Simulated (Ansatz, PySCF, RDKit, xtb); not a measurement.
# Solving S2F2, step by step, part 2 of 2

Only the formula S2F2 is given. Aim: find the structure of lowest free energy at 298.15 K, then its properties.

xtb, Ansatz and PySCF; isolated molecules. Earlier steps stand in the parts before.

### Step 14. Electronic excitations (TD-PBE0/def2-SVPD)

An in-house driver calls PySCF's response routines at TD-PBE0/def2-SVPD; it has no typed input.

Standard output:

```text
coarse grid: 5424 points
cycle   1  E = -994.9805282937  dE =  7.246e-01  |g| = 6.878e-01  |ddm| = 2.635e+00
cycle   2  E = -994.7745305354  dE =  2.060e-01  |g| = 1.203e+00  |ddm| = 1.658e+00
cycle   3  E = -995.0776483576  dE = -3.031e-01  |g| = 8.391e-02  |ddm| = 1.134e+00
cycle   4  E = -995.0784837618  dE = -8.354e-04  |g| = 7.308e-02  |ddm| = 1.948e-01
cycle   5  E = -995.0799528684  dE = -1.469e-03  |g| = 1.124e-02  |ddm| = 9.342e-02
cycle   6  E = -995.0799797480  dE = -2.688e-05  |g| = 1.109e-03  |ddm| = 1.166e-02
cycle   7  E = -995.0799801735  dE = -4.255e-07  |g| = 3.444e-04  |ddm| = 2.004e-03
final grid: 46704 points
cycle   8  E = -995.1744511193  dE = -1.192e-05  |g| = 2.556e-03  |ddm| = 2.912e-02
cycle   9  E = -995.1744518904  dE = -7.711e-07  |g| = 1.781e-03  |ddm| = 5.968e-03
cycle  10  E = -995.1744526654  dE = -7.750e-07  |g| = 3.880e-04  |ddm| = 2.689e-03
cycle  11  E = -995.1744526991  dE = -3.376e-08  |g| = 1.421e-04  |ddm| = 5.693e-04
cycle  12  E = -995.1744527044  dE = -5.293e-09  |g| = 4.848e-05  |ddm| = 2.222e-04
cycle  13  E = -995.1744527049  dE = -4.570e-10  |g| = 2.263e-05  |ddm| = 6.050e-05
converged SCF energy = -995.1744527049

Static polarisability (au): isotropic 44.646, principal 35.716 38.911 59.312

Singlet excitations
state   eV       nm        f      main configurations
  1   4.1575    298.2   0.00268   H->L 0.99
  2   5.2270    237.2   0.00480   H-1->L 0.59, H->L+1 0.41
  3   6.1121    202.9   0.00082   H-1->L+1 0.99
  4   6.3158    196.3   0.04354   H->L+2 0.48, H->L+1 0.28, H-1->L 0.18
  5   6.3810    194.3   0.00287   H-2->L 0.98
  6   6.8679    180.5   0.19256   H->L+2 0.47, H->L+1 0.21, H-1->L 0.13
  7   7.1949    172.3   0.00049   H-1->L+2 0.96
  8   7.7803    159.4   0.04895   H-2->L+1 0.73, H->L+3 0.12

Triplet excitations (Tamm-Dancoff, eV): 3.5737 3.9311 4.8477
```

It took 3.3 s on 2 threads of Arm Neoverse V2, shared host.

The roots found:

```csv
excited state,energy (eV),strength
1,4.157,0.0027
2,5.227,0.0048
3,6.112,0.0008
4,6.316,0.0435
5,6.381,0.0029
6,6.868,0.1926
7,7.195,0.0005
8,7.780,0.0490
```

### Step 15. NMR shieldings (GIAO PBE0/pcSseg-1)

An in-house driver calls PySCF's response routines at GIAO PBE0/pcSseg-1; it has no typed input.

Standard output:

```text
coarse grid: 5424 points
cycle   1  E = -995.3484007554  dE =  7.615e-01  |g| = 7.665e-01  |ddm| = 2.286e+00
cycle   2  E = -995.1216614072  dE =  2.267e-01  |g| = 1.328e+00  |ddm| = 1.486e+00
cycle   3  E = -995.4596414957  dE = -3.380e-01  |g| = 9.220e-02  |ddm| = 1.024e+00
cycle   4  E = -995.4601766795  dE = -5.352e-04  |g| = 8.237e-02  |ddm| = 1.864e-01
cycle   5  E = -995.4619740940  dE = -1.797e-03  |g| = 1.103e-02  |ddm| = 9.247e-02
cycle   6  E = -995.4619976898  dE = -2.360e-05  |g| = 1.067e-03  |ddm| = 9.563e-03
cycle   7  E = -995.4619980465  dE = -3.567e-07  |g| = 3.070e-04  |ddm| = 1.623e-03
final grid: 46704 points
cycle   8  E = -995.5014449708  dE = -1.786e-05  |g| = 2.569e-03  |ddm| = 1.570e-02
cycle   9  E = -995.5014452442  dE = -2.733e-07  |g| = 2.212e-03  |ddm| = 4.779e-03
cycle  10  E = -995.5014460692  dE = -8.251e-07  |g| = 8.266e-04  |ddm| = 2.222e-03
cycle  11  E = -995.5014461715  dE = -1.023e-07  |g| = 6.430e-05  |ddm| = 4.335e-04
cycle  12  E = -995.5014461717  dE = -2.224e-10  |g| = 5.797e-05  |ddm| = 1.094e-04
cycle  13  E = -995.5014461725  dE = -7.490e-10  |g| = 2.144e-05  |ddm| = 7.971e-05
converged SCF energy = -995.5014461725

GIAO shielding tensors (ppm)
atom      isotropic    diamagn.    paramagn.     s11        s22        s33       span
  0 F       90.904     477.807    -386.903   -176.070    189.436    259.346    435.416
  1 F       90.897     477.351    -386.455   -176.080    189.427    259.343    435.423
  2 S     -250.637    1046.946   -1297.584   -803.914   -258.056    310.059   1113.974
  3 S      208.151    1055.796    -847.645   -154.913    389.291    390.074    544.987
```

Run time: 2.2 s. Hardware: 2 threads of Arm Neoverse V2, shared host.

Isotropic shieldings, averaged over atoms that the bond graph makes equivalent (absolute, not shifts):

```csv
atoms,shielding (ppm)
"F1, F2",90.9
S3,-250.6
S4,208.2
```

### Step 16. The cation at the same geometry (PBE0/def2-TZVPD)

File input.yaml:

```yaml
crystal:
  periodic: [false, false, false]
  atoms:
    - symbol: F
      position_ang: [-0.606147, 1.220802, 0.443577]
    - symbol: F
      position_ang: [0.208821, -0.639216, 1.597600]
    - symbol: S
      position_ang: [-0.935972, -0.371341, 0.474068]
    - symbol: S
      position_ang: [-0.345012, -1.108765, -1.131825]
basis:
  gaussian:
    orbitals: def2-TZVPD
hamiltonian:
  xc: pbe0
total_charge: 1
magnetization:
  spin_polarized: true
  initial_magnetization: 1
```

The run is started by

```
$ ansatz run input.yaml --threads 2 --pin off --max-ram 4350MiB --events-out events.jsonl --progress --plain --runs-dir runs
```

Standard output:

```text
Warning: RAYON_NUM_THREADS=2 ignored (pool sized by the plan → 2); use --threads N
[... 2 set-up lines as earlier in the session ...]
  parameter a = 0.25
  parameter kappa = 0.804
  parameter beta = 0.06672455060314922
  exchange = (1 - a)*pbe_x(kappa = kappa, mu = beta*pi^2/3) + a*exact_x
  correlation = pbe_c(beta = beta)
1024 factors; their error is unknown
mean field evaluation 1: about -27073.4217 eV, gradient 5.7e1 eV
mean field evaluation 2: about -26988.3900 eV, gradient 1.6e2 eV
mean field evaluation 4: about -27083.4662 eV, gradient 7.4e0 eV
mean field evaluation 8: about -27083.7430 eV, gradient 1.1e-1 eV
mean field evaluation 16: about -27083.8145 eV, gradient 1.4e-3 eV
mean field -27083.81446029 eV, -995.3118233468 hartree, gradient 1.9e-5 eV, S^2 0.759255; 1 other end points of the search recorded, 0 dependent functions left out
reference -27083.81449314 eV, -995.3118245542 hartree; 25, 24 occupied and 147, 148 virtual orbitals, 1024 factors
Total energy: -27083.81449314 eV, -995.3118245542 hartree
```

Wall time 6.6 s (2 threads of Arm Neoverse V2, shared host); peak memory 0.48 GiB.

Difference from the parent: 10.60 eV.

### Step 17. The anion at the same geometry (PBE0/def2-TZVPD)

File input.yaml:

```yaml
crystal:
  periodic: [false, false, false]
  atoms:
    - {symbol: F, position_ang: [-0.606147, 1.220802, 0.443577]}
    - {symbol: F, position_ang: [0.208821, -0.639216, 1.597600]}
    - {symbol: S, position_ang: [-0.935972, -0.371341, 0.474068]}
    - {symbol: S, position_ang: [-0.345012, -1.108765, -1.131825]}
basis:
  gaussian:
    orbitals: def2-TZVPD
total_charge: -1
magnetization:
  spin_polarized: true
  initial_magnetization: 1
hamiltonian:
  xc: pbe0
scf:
  lower_state_search: "off"
```

The run is started by

```
$ ansatz run input.yaml --threads 2 --pin off --max-ram 4350MiB --events-out events.jsonl --progress --plain --runs-dir runs
```

Standard output, shortened:

```text
Warning: RAYON_NUM_THREADS=2 ignored (pool sized by the plan → 2); use --threads N
[... 2 set-up lines as earlier in the session ...]
[...]
1024 factors; their error is unknown
[...]
mean field -27094.76249383 eV, -995.7141561587 hartree, gradient 4.7e-6 eV, S^2 0.755460; 0 other end points of the search recorded, 0 dependent functions left out
reference -27094.76253092 eV, -995.7141575215 hartree; 26, 25 occupied and 146, 147 virtual orbitals, 1024 factors
Total energy: -27094.76253092 eV, -995.7141575215 hartree
Checks for a lower state left out: stability, starts, cluster_reference, orbital_swaps, neighbouring_geometries, increment
```

Run time: 3.3 s. Hardware: 2 threads of Arm Neoverse V2, shared host.

Parent less the species with the added electron: 0.35 eV.

### Step 18. The triplet at the same geometry (PBE0/def2-TZVPD)

input.yaml, as its differences from that of step 17:

```diff
@@ -10,9 +10,6 @@
     orbitals: def2-TZVPD
-total_charge: -1
+hamiltonian:
+  xc: pbe0
 magnetization:
   spin_polarized: true
-  initial_magnetization: 1
-hamiltonian:
-  xc: pbe0
-scf:
-  lower_state_search: "off"
+  initial_magnetization: 2
```

The run is started by

```
$ ansatz run input.yaml --threads 2 --pin off --max-ram 4350MiB --events-out events.jsonl --progress --plain --runs-dir runs
```

Standard output, shortened:

```text
Warning: RAYON_NUM_THREADS=2 ignored (pool sized by the plan → 2); use --threads N
[... 7 set-up lines as earlier in the session ...]
1024 factors; their error is unknown
mean field evaluation 1: about -27088.5695 eV, gradient 2.7e1 eV
mean field evaluation 2: about -27084.7874 eV, gradient 4.6e1 eV
mean field evaluation 4: about -27090.7607 eV, gradient 1.7e0 eV
mean field evaluation 8: about -27090.7836 eV, gradient 1.4e-1 eV
mean field evaluation 16: about -27090.8553 eV, gradient 1.3e-3 eV
mean field evaluation 32: about -27089.9671 eV, gradient 5.9e0 eV
mean field -27090.85526103 eV, -995.5705680015 hartree, gradient 9.6e-6 eV, S^2 2.012257; 2 other end points of the search recorded, 0 dependent functions left out
reference -27090.85531626 eV, -995.5705700315 hartree; 26, 24 occupied and 146, 148 virtual orbitals, 1024 factors
Total energy: -27090.85531626 eV, -995.5705700315 hartree
```

It took 12 s on 2 threads of Arm Neoverse V2, shared host; peak memory 0.69 GiB.

It lies 3.56 eV above the singlet.

### Step 19. Stability of the closed-shell solution (PBE0/def2-SVP)

File calc.py:

```python
# FS(F)=S
from pyscf import gto, dft

mol = gto.M(
    atom=[
    ('F', (-0.606147, 1.220802, 0.443577)),
    ('F', (0.208821, -0.639216, 1.597600)),
    ('S', (-0.935972, -0.371341, 0.474068)),
    ('S', (-0.345012, -1.108765, -1.131825)),
],
    max_memory=3100,
    verbose=3,
    basis='def2-svp',
    charge=0,
    spin=0,
)

mf = dft.RKS(mol)
mf.xc = 'pbe0'
mf = mf.density_fit(auxbasis='def2-universal-jkfit')
mf.max_cycle = 100
mf.grids.level = 3
mf.kernel()
if not mf.converged:
    mf = mf.newton().run(mf.mo_coeff, mf.mo_occ)

energy = mf.e_tot
print('Final energy', energy)
mo_i, mo_e, stable_i, stable_e = mf.stability(internal=True, external=True, return_status=True)
print('stable: internal', stable_i, 'external', stable_e)
```

The run is started by

```
$ OMP_NUM_THREADS=2 python calc.py
```

Standard output:

```text
converged SCF energy = -995.136257126787
Final energy -995.1362571267867
<class 'pyscf.df.df_jk.DFRKS'> wavefunction is stable in the internal stability analysis
<class 'pyscf.df.df_jk.DFRKS'> wavefunction is stable in the real -> complex stability analysis
<class 'pyscf.df.df_jk.DFRKS'> wavefunction is stable in the RHF/RKS -> UHF/UKS stability analysis
stable: internal True external True
```

It took 16 s on 2 threads of Arm Neoverse V2, shared host.

### Step 20. Results

What follows sums up all 2 parts.

| quantity | value |
| --- | --- |
| lowest structure found | FS(F)=S, singlet, Cs |
| next finalist | FSSF, singlet, 1.8 kcal/mol higher in G |
| share at equilibrium, among the finalists | 95.5 % |
| funnel | 12 starts, 2 minima at GFN2-xTB, 4 screening runs, 3 relaxed, 3 ranked |
| CPU time of all runs | 17 min |
| harmonic wavenumbers, lowest and highest (r2SCAN-D4/def2-TZVP) | 269 and 763 cm⁻¹ |
| rotational constants, same geometry | 0.2655, 0.1306, 0.09959 cm⁻¹ |
| dipole moment (PBE0/def2-TZVPD) | 1.05 D |
| HOMO energy (PBE0/def2-TZVPD) | -8.28 eV |
| LUMO energy (PBE0/def2-TZVPD) | -2.44 eV |
| HOMO–LUMO gap (PBE0/def2-TZVPD) | 5.84 eV |
| lowest excitation (TD-PBE0/def2-SVPD) | 4.16 eV (f = 0.003) |
| strongest of the states computed, same level | 6.87 eV (f = 0.193) |
| lowest triplet excitation, same level, Tamm-Dancoff | 3.57 eV |
| vertical ionisation energy | 10.60 eV |
| vertical electron affinity | 0.35 eV |
| vertical triplet less singlet | +3.56 eV |

In words: The search ends on `FS(F)=S`. Its margin of 1.8 kcal/mol is inside the likely error of CCSD(T)/def2-TZVPP with harmonic terms (about 2 kcal/mol), so the order of the first two is not settled. r2SCAN-D4/def2-SVP, r2SCAN-D4/def2-TZVP and MP2/def2-TZVPP already put its bonding pattern lowest among the structures in one piece; HF/def2-TZVPP favours the singlet FSSF. The largest share of the time went into the relaxations (41 %). Measured dipole moment: 1.03 D (NIST CCCBDB Release 22 (SRD 101), experimental dipoles); the calculated dipole moment, 1.05 D, differs by +0.02 D. Lowest found is not proven lowest: the search is finite, and each finalist counts with one conformer.
